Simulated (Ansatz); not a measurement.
Calculated with Ansatz (gas phase, PBE0-D4/def2-TZVP geometries, no zero-point term in ΔE). CCSD(T)/CBS adds triple-zeta CCSD(T) − MP2 to the extrapolated MP2 energy (def2 sets, frozen cores). This one scheme is used for every species. Functionals use def2-TZVPP. Each species was taken in one conformer, which may not be the lowest.

Consider the substitution at a C–C bond: `C#CC=O` + `C#CS` → `C#CSC=O` + `C#C`.

`C#CC=O`:

Cartesian coordinates in Å:
```
C 0.271 0.705 1.334
C 0.084 0.165 0.277
C -0.194 -0.510 -0.969
O 0.491 -0.413 -1.952
H 0.453 1.191 2.264
H -1.105 -1.138 -0.954
```

`C#CS`:

```xyz
5

C     0.089    1.131    0.526
C    -0.090    0.139   -0.132
S    -0.402   -1.162   -1.147
H     0.253    2.000    1.118
H     0.150   -2.108   -0.365
```

`C#CSC=O`:

```xyz
7

C     1.073   -0.756    1.609
C     0.923   -0.161    0.575
S     0.774    0.678   -0.863
C    -0.979    0.522   -1.190
O    -1.779   -0.045   -0.520
H     1.198   -1.285    2.525
H    -1.209    1.047   -2.136
```

`C#C`:

```xyz
4

C     0.464    0.375   -0.045
C    -0.464   -0.375    0.045
H     1.290    1.043   -0.125
H    -1.290   -1.043    0.125
```

```
             level  ΔE (kJ/mol)  difference from CCSD(T)/CBS
         r2SCAN-D4        -23.6                         -5.9
           PBE0-D4        -16.9                          0.8
        r2SCANh-D4        -21.3                         -3.6
        r2SCAN0-D4        -18.1                         -0.4
      CAM-B3LYP-D4        -14.5                          3.2
           ωB97M-V        -16.7                          1.0
            B2PLYP        -16.8                          0.9
            r2SCAN        -23.0                         -5.3
              PBE0        -14.8                          2.9
           r2SCANh        -20.7                         -3.0
           LC-ωPBE        -11.7                          6.0
RPA@PBE/def2-TZVPP        -12.8                          4.9
       HF/def2-SVP          8.2                         25.9
  CCSD(T)/def2-SVP         -5.8                         11.9
CCSD(T)/def2-TZVPP        -14.5                          3.2
      HF/CBS(def2)         -2.3                         15.4
       CCSD(T)/CBS        -17.7                            0
```

(1) What do rigid-rotor, harmonic-oscillator terms from PBE0-D4/def2-TZVP frequencies (298.15 K, 1 bar) make of the CCSD(T)/CBS value? (Best estimate.)

Largest T1 diagnostic among the species: 0.017.

Answers

(1) The calculation gave: ΔZPE = +3.2 kJ/mol, ΔH = -14.4 kJ/mol, ΔS = -24 J/(mol·K), ΔG = -7.2 kJ/mol.

From PBE to PBE0 (25 % exact exchange), in def2-TZVPP and without D4, ΔE moves by +6.1 kJ/mol. At CCSD(T), def2-SVP lies +11.9 kJ/mol from the extrapolated value and def2-TZVPP +3.2 kJ/mol. The D4 term adds −4.0 kJ/mol with B3LYP and −2.1 kJ/mol with PBE0; it sums over pairs of atoms, weighted by their polarisabilities, and B3LYP, whose exchange is more repulsive, gets the larger term.

B3LYP here is the variant with VWN-RPA as its local correlation; programs differ in this.
